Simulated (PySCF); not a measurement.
**Unknown: peak-picked proton spectrum**

Formula C4H6O2. The spectrum was simulated from the full spin Hamiltonian at 300 MHz with 1.0 Hz Lorentzian lines, from shifts rounded to 0.01 ppm and J to 0.1 Hz, couplings under 1 Hz left out.

```tsv
region	integral (H)	ppm	Hz	height
1	1	7.919	2375.6	8
1		7.892	2367.7	8
1		7.868	2360.5	8
1		7.842	2352.6	9
2	1	5.109	1532.8	9
2		5.101	1530.2	9
2		5.059	1517.7	8
2		5.051	1515.2	9
3	1	4.847	1454.2	9
3		4.839	1451.7	9
3		4.821	1446.2	9
3		4.812	1443.8	8
4	3	2.140	642.0	100
```

Method: GFN2-xTB structure, σ from GIAO-PBE0/pcSseg-1, J: B3LYP/pcJ-1 (without the spin–dipole term), in PySCF 2.14 (one conformer, non-relativistic Hamiltonian, in vacuum, rapidly exchanging positions averaged).

References, each an isolated molecule treated in the same way: 1H vs TMS.

Task: Analyse the multiplets.

Result: 1H NMR (300 MHz, computed): δ 7.88 (dd, J = 15.1, 7.9 Hz, 1H), 5.08 (dd, J = 15.1, 2.5 Hz, 1H), 4.83 (dd, J = 7.9, 2.5 Hz, 1H), 2.14 (s, 3H). These are first-order names from the parameters used; overlap and second-order distortion can hide them in the list.

Task: What is the compound?

Result: `C=COC(C)=O`.

Atom-mapped SMILES (the numbers label the heavy atoms): `[CH2:1]=[CH:2][O:3][C:4]([CH3:5])=[O:6]` (H(Xn): hydrogen on atom n). Ha(C1) is cis to O3; Hb(C1) is trans to O3.

- δ 7.88: H(C2), hydrogen on an alkene carbon bearing oxygen, coupled to Ha(C1) (15.1 Hz), Hb(C1) (7.9 Hz).
- δ 5.08: Ha(C1), hydrogen on a β carbon of an enol-ether or enamine type C=C, coupled to H(C2) (15.1 Hz), Hb(C1) (2.5 Hz).
- δ 4.83: Hb(C1), hydrogen on a β carbon of an enol-ether or enamine type C=C, coupled to H(C2) (7.9 Hz), Ha(C1) (2.5 Hz).
- δ 2.14: H(C5), hydrogen on a methyl carbon α to a carbonyl.

The shifts were computed for this structure.

Splittings below 1 Hz are ignored in the labels, and close J values are merged. Unscaled 3J(H,H) at this level run about 10 % above measured values.
